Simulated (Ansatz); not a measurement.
Reaction: BH3S2 (SMILES SBS) → BH2S (SMILES [BH]S, doublet) + HS (SMILES [SH], doublet) (the B-S bond breaks)
Each species at its own B3LYP-D3(BJ)/def2-TZVP minimum (Ansatz, a first-principles code), one conformer.

Wanted: bond dissociation energy (electronic), in kcal/mol. Radicals and triplets start from unrestricted determinants; spin-orbit coupling is neglected. CBS(X,Y): correlation extrapolated as X^-3, Hartree-Fock from the larger set (Q,5: extrapolated as (X+1)exp(-9√X)). A bracket is a step between two methods taken in the basis named. Functionals run without relativity, which enters their misses. '+ core + X2C': CCSD(T) terms for core correlation (cc-pwCVTZ, 1s frozen past Ne) and scalar relativity (cc-pVTZ-DK).

CCSD(T)/CBS(cc-pV(Q+d)Z,cc-pV(5+d)Z) + [CCSDT(Q) - CCSD(T)]/cc-pV(D+d)Z + core + X2C (Ansatz) gives 109.8 kcal/mol.

Question: How far off this value is PBE/def2-TZVPD (Ansatz), in which direction, and which of these levels come nearer: r2SCAN/def2-TZVPD, PBE0/def2-TZVPD, wB97M-V/def2-TZVPD, CCSD(T)/CBS(cc-pV(Q+d)Z,cc-pV(5+d)Z) + core + X2C?

Answer: PBE gives 107.8 kcal/mol, 2.0 kcal/mol below it. Differences of the others: r2SCAN/def2-TZVPD (Ansatz) -5.0; PBE0/def2-TZVPD (Ansatz) -2.9; wB97M-V/def2-TZVPD (Ansatz) 0.9; CCSD(T)/CBS(cc-pV(Q+d)Z,cc-pV(5+d)Z) + core + X2C (Ansatz) 0.0 kcal/mol. Nearer than PBE: wB97M-V/def2-TZVPD, CCSD(T)/CBS(cc-pV(Q+d)Z,cc-pV(5+d)Z) + core + X2C.
